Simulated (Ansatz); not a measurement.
Mulliken charges of `CN=C=CCl` from r2SCAN/def2-TZVPP in Ansatz (PBE0-D4/def2-TZVP geometry).

| atom | x (Å) | y (Å) | z (Å) | charge (e) |
| --- | --- | --- | --- | --- |
| C1 | 1.496 | 0.414 | 0.526 | 0.025 |
| N2 | 0.731 | -0.402 | -0.395 | -0.176 |
| C3 | -0.478 | -0.451 | -0.413 | 0.033 |
| C4 | -1.778 | -0.578 | -0.504 | -0.089 |
| Cl5 | -2.712 | 0.453 | -1.527 | -0.104 |
| H6 | 2.097 | 1.115 | -0.055 | 0.072 |
| H7 | 2.184 | -0.234 | 1.071 | 0.071 |
| H8 | 0.869 | 0.965 | 1.232 | 0.050 |
| H9 | -2.322 | -1.329 | 0.048 | 0.117 |

Q: By hand: the dipole of these point charges (1 e Å = 4.8032 D).

A: Σ q r = (0.411, 0.027, 0.412) e Å, of length 0.583 e Å = 2.80 D.

Q: How does the dipole of the full density compare? (An estimate is asked.)

A: Computed: (0.281, 0.038, 0.399) e Å, 2.35 D; the point charges give 1.19 times that, at 10° from its direction.

Point charges leave out the atoms' own dipoles, such as those of lone pairs, and Mulliken's split depends on the basis, so the two needn't agree.
